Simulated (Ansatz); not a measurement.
System: Cs₂AgInCl₆ (Fm-3m, No. 225). Method: PBE0 in Ansatz (plane waves, PAW).

Settings: plane-wave cutoff 460 eV, 4×4×4 k mesh, Fermi–Dirac smearing 0.01 eV, no spin polarisation, scalar-relativistic PAW data made under PBE.

Cell (measured lattice):

AgCs$_{2}$InCl$_{6}$ has the cubic space group Fm-3m (No. 225), Pearson symbol cF40. Conventional cell: a = 10.4690 Å, b = 10.4690 Å, c = 10.4690 Å, α = 90.00°, β = 90.00°, γ = 90.00°. Cs on 8c has 12 Cl at 3.703 Å (cuboctahedral). In on 4a sees 6 Cl at 2.510 Å (octahedral). Ag on 4b is surrounded by 6 Cl at 2.724 Å (octahedral). Cl on 24e has 1 In at 2.510 Å and 1 Ag at 2.724 Å and 4 Cs at 3.703 Å (octahedral). (Neighbours: up to the widest gap in distance over summed covalent radii, below 1.35, at either atom; cation-cation and far metal-metal contacts left out.)
(The calculation used a cell of 10 atoms; values per cell refer to that cell.)

Q: Estimate the band gap that the calculation returns.

A: 
- band gap = 3.27 eV (on the SCF k mesh)

Note: cell and atoms aren't relaxed at this level (largest force component 0.08 eV/Å, pressure 1.1 GPa).

Spin–orbit coupling is not included.

Ansatz is a first-principles code.
